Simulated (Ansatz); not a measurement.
## Structure relaxation of Os

These are results of DFT r2SCAN, scalar-relativistic, plane waves, PAW (Ansatz 0.2.0), not measurements. Cutoff 500 eV, Γ-centred k mesh, Gaussian smearing, no spin polarisation in the final step.

Os was placed on the beta-tungsten (A15) structure type (Pm-3n, No. 223), at a guessed volume.

```yaml
crystal:
  lattice:
    - [4.85652, 0.00000, 0.00000]
    - [0.00000, 4.85652, 0.00000]
    - [0.00000, 0.00000, 4.85652]
  atoms:
    - { symbol: Os, position: [0.50000, 0.50000, 0.50000] }
    - { symbol: Os, position: [0.00000, 0.00000, 0.00000] }
    - { symbol: Os, position: [0.25000, 0.00000, 0.50000] }
    - { symbol: Os, position: [0.50000, 0.25000, 0.00000] }
    - { symbol: Os, position: [0.50000, 0.75000, 0.00000] }
    - { symbol: Os, position: [0.75000, 0.00000, 0.50000] }
    - { symbol: Os, position: [0.00000, 0.50000, 0.75000] }
    - { symbol: Os, position: [0.00000, 0.50000, 0.25000] }
```

Cell and atoms relax at zero pressure; the relaxation can't lower the symmetry of the start.

Energies count from the standard state of Os at the same level.

(1) Which crystal results?

(2) What are its volume, energy, density and gap?

## Answers

(1) It keeps Pm-3n (No. 223). The result has the beta-tungsten (A15) structure. Conventional cell: a = 4.877 Å. Around Os on Wyckoff site a (2 atoms of the primitive cell) lie 12 Os at 2.73 Å; around Os on Wyckoff site c (6 atoms of the primitive cell) lie 2 Os at 2.44 Å, 4 Os at 2.73 Å and 8 Os at 2.99 Å.

```
Os
1.0
     4.87694    0.00000    0.00000
     0.00000    4.87694    0.00000
     0.00000    0.00000    4.87694
Os
8
Direct
  0.50000 0.50000 0.50000
  0.00000 0.00000 0.00000
  0.25000 0.00000 0.50000
  0.50000 0.25000 0.00000
  0.50000 0.75000 0.00000
  0.75000 0.00000 0.50000
  0.00000 0.50000 0.75000
  0.00000 0.50000 0.25000
```

(2) The volume per atom is 14.50 Å³. The density is 21.79 g/cm³, the energy over the standard structure is 0.66 eV/atom and the gap on the 8×8×8 mesh is 0 eV (a metal).

The final run used a 8×8×8 mesh on its 8-atom cell and 0.10 eV smearing. The k mesh leaves about 4 meV/atom of noise in metals. Spin–orbit coupling is left out. Symmetry constrained the relaxation, so the result can be a saddle point.

This form isn't the element's structure at ambient conditions.